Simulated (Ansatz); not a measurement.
A displaced shape of singlet ClF:

```xyz
2

Cl    0.0376   -0.0252   -0.5477
F    -0.0140   -0.0448    1.0919
```

It was optimised with HF/def2-SVP in Ansatz (development build ahead of 0.2.0) to forces under 0.001 eV/Å, with restricted orbitals. Each step stands on the lowest determinant of that kind that the program's search found.

Problem. What shape does it relax to, and how does the optimisation go?

Solution.

| atom | x (Å) | y (Å) | z (Å) |
| --- | --- | --- | --- |
| Cl | 0.0372 | -0.0254 | -0.5345 |
| F | -0.0136 | -0.0446 | 1.0787 |

Bond lengths: Cl1–F2 1.614 Å.

```json
{"step": "1", "E − E(start) (eV)": "0.0000", "largest force (eV/Å)": "0.8707"}
{"step": "2", "E − E(start) (eV)": "-0.0080", "largest force (eV/Å)": "0.5057"}
{"step": "3", "E − E(start) (eV)": "-0.0118", "largest force (eV/Å)": "0.0285"}
{"step": "4", "E − E(start) (eV)": "-0.0118", "largest force (eV/Å)": "0.0004"}
```

The optimisation ended after 4 steps with its threshold met.
